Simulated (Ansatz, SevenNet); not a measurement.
Elastic constant C44 (GPa) of 34 elemental metals, computed with the machine-learned potential SevenNet-l3i5 (trained on PBE and PBE+U data) and with PBE in Ansatz (plane waves, PAW). The set holds measured phases with no doubt noted on the run or the magnetic state but for the caveats below. 5 more of the class have both values but aren't in it, for one of these reasons: built or high-temperature cells, doubts on the run or the magnetic state, unlike cells, values of zero, layered or molecular crystals. Solids without a value at one level (not run, failed, or a magnetic order lost), or held back for tests, aren't counted.

Every twentieth of the way through the set, in order of the shift (worked out from unrounded values):

```
solid             SevenNet-l3i5   PBE  shift (%)
----------------  -------------  ----  ---------
bcc Ba                     28.6  10.4        -63
hcp Sc                     37.9  29.6        -22
fcc Pt                     77.4  61.7        -20
hcp Zr                     25.5  26.6       +4.0
fcc Ni                      124   133       +7.6
fcc Rh                      147   185        +25
fcc Ca                     10.8  14.6        +35
fcc Ir                      162   256        +57
hcp Mg                     11.2  18.4        +64
hcp Y                      15.2  25.4        +67
hcp Hf                     30.5  53.8        +77
hcp Ti                     24.0  44.3        +84
hcp Ru                     89.8   188       +109
white tin (β-Sn)           8.23  19.4       +135
hcp Be                     66.7   168       +152
fcc Pb                     6.13  16.6       +171
double-hcp La              5.43  14.8       +173
hcp Zn                     10.5  32.1       +205
α-phase Ga                 10.8  35.9       +231
fcc Au                     8.58  30.3       +252
hcp Tl                     0.73  7.22       +887
```

The shift from SevenNet-l3i5 to PBE has a median of +77 %, and eight in ten lie between -17.6 % and +225 %; PBE is the larger in 29 of 34. Each level is at its own cell, so the shift holds the change of volume too.

Ansatz's runs of these crystals have no spin polarisation, but for bcc Fe, hcp Co, fcc Ni.

Density-functional runs with spin start from parallel moments for bcc Fe, parallel moments for hcp Co, parallel moments for fcc Ni.

Spin–orbit coupling is left out, also for the solids with elements from indium on (body-centred tetragonal In, fcc Pt, hcp Os, bcc Ba, white tin (β-Sn), double-hcp La, hcp Tl, fcc Ir, hcp Re, hcp Hf and 3 more); its size isn't shown.

Each level is taken at its own relaxed cell. Ansatz's density-functional and Hartree–Fock values are scalar-relativistic unless marked +SOC, with PAW data made under PBE.

Ansatz is a program for electronic structure.
